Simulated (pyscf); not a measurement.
A first-order saddle from PySCF, ωB97X-D3(BJ)/def2-SVP:

```xyz
4

Se     0.9434    -1.2864    -0.2674
Si     0.1912    -0.1130    -1.9513
H     -0.4804     0.9773    -0.8391
H     -0.0193     0.2505    -0.2521
```

Surface: singlet, charge 0. Lowest wavenumbers (cm⁻¹): 1420i, 528, 873, 976, 1642.

Question: Which two sides does it connect, and which bonds change?

Answer: :HSi–SeH [singlet] ⇌ :Si=Se [singlet] + hydrogen (H₂), an elimination read from left to right: H–Se, H–Si broken and H–H formed. At ωB97M-D3(BJ)/def2-TZVP it lies +1.35 eV from the left side and +1.40 eV from the right (each side as separated species at their lowest minima found). On the reactant side the descent ends in a point that may be a rotor saddle (no frequency run), 0.11 eV over the lowest minimum found and 1.34 eV under the saddle at ωB97X-D3(BJ)/def2-TZVP. At the saddle there is also a short H–Si contact that neither side keeps. At ωB97X-D3(BJ)/def2-TZVP the barrier from the zero used here is 1.44 eV. :HSi–SeH [singlet] lies 0.52 eV over its isomer H₂Si=Se (electronic energy, ωB97M-D3(BJ)/def2-TZVP). One saddle was located; it need not be the lowest between these sides. Elements up to Kr have no core potential and no relativistic terms here.
